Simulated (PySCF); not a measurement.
## C: ionisation energy

C [He] 2s2 2p2 (3P) → C⁺ [He] 2s2 2p1 (2P), as a difference of total energies. Calculation: PySCF 2.14, in aug-cc-pVTZ with one added diffuse shell each of s, p, d, f type (6s5p4d3f, 62 functions); no relativity, point nucleus. Correlated levels: valence: 1s2 frozen. The calculations carry no spin-orbit coupling.

Problem. Order these methods by the ionisation energy they give, lowest first.
A. SCS-MP2 (valence)
B. MP2 (valence)
C. UHF
D. CCSD(T) (valence)

Solution. C (10.798 eV), A (11.125 eV), D (11.183 eV), B (11.254 eV).

Errors of the correlated levels include the incompleteness of this basis and the frozen core.

For comparison: 11.262 eV (measured; NIST levels, between the centres of gravity of the two terms).
